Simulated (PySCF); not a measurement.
Electron detachment from `[BH2-]N` ([BH4N]-•)

System: `[BH2-]N` ([BH4N]-•, doublet). Coordinates in Å; atoms count from 1 in this order:
```
B    -0.4514   -0.0363   -0.5023
N     0.4768    0.0395    0.5112
H    -1.0179   -1.0864   -0.7278
H    -0.7033    0.9468   -1.1691
H     0.9788    0.8922    0.7440
H     0.7229   -0.7518    1.0999
```

These are calculated values, B3LYP-D3(BJ)/ma-def2-TZVP in PySCF (grid level 2) at geometries from PBE0-D3(BJ)/ma-def2-SVP. Thermal corrections: PBE0-D3(BJ)/ma-def2-SVP frequencies, unscaled, ideal gas at 298.15 K and 1 bar, quasi-RRHO entropy.

Frontier levels of the parent: HOMO 1.29 eV, LUMO 2.24 eV.

Oxidation to the singlet neutral:
- Vertical detachment energy (electronic): -0.40 eV
- Adiabatic detachment energy (with zero-point energy): -0.38 eV
- Adiabatic, electronic part: -0.41 eV
- Vertical gap at the product's structure: -0.41 eV
- Largest changes of atomic charge: N2 0.33, H (on N2) 0.24, H (on N2) 0.24, B1 0.14
- Distances that move most (Å): B1–N2 1.376 → 1.391

Vertical detachment energy to the triplet neutral: 6.10 eV. This state was not relaxed.

Known limits: the parent anion holds its electron weakly or not at all, so the values hang on the basis.

Hardware: 1 thread of AMD EPYC, shared with other jobs. Command: `OMP_NUM_THREADS=1 python redox_run.py task.json out`. Structures, frequencies and single points: 2.4 min.
